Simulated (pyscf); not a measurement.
Thermochemistry of product channels of HO–Si(Cl)(Cl)–Cl on the singlet surface, in kcal/mol, from CCSD(T)/def2-TZVPP + ΔMP2(QZVPP) energies (ideal gas, 1 atm, RRHO with modes under 100 cm⁻¹ raised to 100, one conformer, R ln 2 for chiral ones without a mode under 150 cm⁻¹). Structures and frequencies: ωB97X-D3(BJ)/def2-SVP in PySCF. Correlated levels are frozen-core, on RHF or UHF. ΔMP2 is the change of the MP2 total energy from the triple- to the quadruple-zeta basis.

| products | ΔE | ΔH(298 K) | ΔG(298 K) | ΔG(600 K) |
|---|---|---|---|---|
| O=Si(Cl)–Cl + HCl | [?] | +66.9 | +57.2 | +47.6 |
| HO–Si:–Cl [singlet] + Cl–Cl | [?] | +118.1 | +107.4 | +96.9 |

Problem. What belongs in the gaps?

Solution. 
- O=Si(Cl)–Cl + HCl, ΔE: +69.6
- HO–Si:–Cl [singlet] + Cl–Cl, ΔE: +119.6

These are energies of the channels, which say nothing of barriers. The CCSD(T) − MP2 part came from Ansatz, without density fitting, on the same reference.
